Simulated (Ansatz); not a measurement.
A made-up structure of Si$_{2}$H$_{3}$Cl, singlet:

Si1  (-0.515, 0.367, -1.021)
Si2  (0.426, -0.445, 0.764)
Cl3  (1.875, 0.593, 1.767)
H4  (-1.696, -0.444, -1.420)
H5  (-0.387, -0.454, 1.927)
H6  (0.728, -1.892, 0.887)
(Å)

It is relaxed with PBE-D4/def2-SVP and then PBE0-D4/def2-TZVP (Ansatz 0.2.0). Atoms count as bonded within 1.22 times the sum of their covalent radii (H–H: 0.88 Å). The end point is not checked to be a true minimum.

(1) Does its bonding change? (A judgement: the text doesn't fix the answer.)

Results:

(1) Computed: No: no bond forms or breaks.

Where it ends: The first stage lowers the energy by 1.06 eV in 8 steps. It ends as Si₂H₃Cl ([SiH][SiH2][Cl]):
| atom | x (Å) | y (Å) | z (Å) |
| --- | --- | --- | --- |
| Si1 | -0.4593 | 0.5063 | -1.1415 |
| Si2 | 0.3518 | -0.4373 | 0.8773 |
| Cl3 | 1.9894 | 0.5433 | 1.6775 |
| H4 | -1.4961 | -0.6186 | -1.0800 |
| H5 | -0.7162 | -0.4155 | 1.9171 |
| H6 | 0.7618 | -1.8529 | 0.6541 |

Labels in which every atom is bracketed show which atoms are joined, not bond orders.

For scale, one of the runs: PBE0-D4/def2-TZVP relaxation, 129 basis functions, launched by `ansatz run in.yaml --threads 2 --pin off --events-out ev --progress --plain --max-ram 4352MiB`. Hardware: 2 CPU threads of an Arm Neoverse V1, shared host. Wall time about 25 s.
